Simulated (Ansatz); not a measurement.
# Other spins and charges of GeH2⁻, doublet at one geometry

Geometry (PBE0/def2-TZVPD stationary point for this spin, not checked as a minimum):

```xyz
3

Ge    0.0000   -0.0307    0.0000
H     0.0000    1.1080   -1.1584
H     0.0000    1.1080    1.1584
```

Basis aug-cc-pVTZ; Ansatz 0.2.0. Only valence electrons are correlated (noble-gas cores and the filled d shells of p-block atoms frozen). R marks a restricted (for open shells ROHF) determinant, U an unrestricted one. Active spaces: valence = (7e, 6o) chosen from the atoms' valence shells. No spin–orbit coupling is included, and no scalar relativity.

Gaps are energies of the second state less the first, at fixed atoms, for a selection of the levels run; each method lands on the state that its own search finds for that charge and spin.

The highest occupied Kohn–Sham level of the anion is positive, up to +1.42 eV, so in those functionals the extra electron is held by the basis alone, which enters their differences from the reference.

Removing an electron, to the triplet: 2.492 eV at UCCSDT(Q).

```tsv
level	gap (eV)	error (meV)
UHF	1.529	-963
UMP2	2.380	-112
UCCSD	2.434	-58
UCCSDT	2.488	-4
NEVPT2 (valence space)	2.223	-269
MRCISD (valence space)	2.364	-128
PBE	2.624	132
r2SCAN	2.561	69
PBE0	2.564	72
B3LYP	2.755	263
```

Functionals correlate the shells that the reference freezes, so part of their error here is the reference's.

Full CI isn't at hand for all of this; UCCSDT(Q) serves as the reference, and is uncertain by the last step of the cluster series or more. The frozen core follows each run's orbitals, which can shift R against U totals by a few meV for light atoms and by up to 0.1 eV past Ca.
